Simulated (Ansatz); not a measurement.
**SiH2O: geometry and frequencies at several levels**

Wanted for SiH2O: geometry and frequencies at several levels.

Computed with Ansatz 0.2.0 (the levels named in each step, unless a step's input says otherwise).

**1. The structure to begin with**

Bond lengths: O1–Si2 1.504 Å, Si2–H3 1.456 Å, Si2–H4 1.456 Å. Angles: O1–Si2–H3 124.9°, O1–Si2–H4 124.9°, H3–Si2–H4 110.3°.

As a file:

```xyz
4

O     0.9416   -0.3832   -0.0624
Si   -0.4489    0.1828    0.0298
H    -1.6540   -0.4909   -0.4327
H    -0.7823    1.4828    0.5943
```

**2. A rough first relaxation, PBE-D4/def2-SVP**

input.yaml

```yaml
crystal:
  periodic: [false, false, false]
  atoms:
    - { symbol: O, position_ang: [0.94156, -0.38324, -0.06243] }
    - { symbol: Si, position_ang: [-0.44892, 0.18277, 0.02978] }
    - { symbol: H, position_ang: [-1.654, -0.49095, -0.43269] }
    - { symbol: H, position_ang: [-0.78235, 1.48279, 0.59433] }
basis:
  gaussian: { orbitals: def2-SVP }
hamiltonian:
  xc: pbe
  dispersion: d4
relax:
  f_tol: 0.03
  max_steps: 200
```

The run is started by

```bash
> ansatz run input.yaml --threads 2 --pin off --max-ram 5120MiB --backend cpu --events-out ev --progress --plain --runs-dir out
```

The runs that follow: Relaxation, PBE0-D4/def2-TZVPP; Relaxation, CCSD(T)/cc-pV(T+d)Z; Frequencies, CCSD(T)/cc-pV(T+d)Z; Relaxation, CCSD(T)/cc-pwCVTZ, all electrons.

Q: Predict the outcome of this session. Wanted: O1–Si2 at CCSD(T)/cc-pwCVTZ, all electrons; frequencies at CCSD(T)/cc-pV(T+d)Z.

The runs gave:

| quantity | value |
| --- | --- |
| O1–Si2 at CCSD(T)/cc-pwCVTZ, all electrons | 1.516 Å |
| frequencies at CCSD(T)/cc-pV(T+d)Z | 685 to 2255 cm⁻¹ |

The O–Si distance spreads over 0.009 Å, from PBE0-D4/def2-TZVPP (shortest) to CCSD(T)/cc-pV(T+d)Z. No mode is imaginary, so the geometry is a minimum. A T1 diagnostic of 0.022 (charge +0) lies over the usual mark for one of the runs, a hint of some multireference character there.
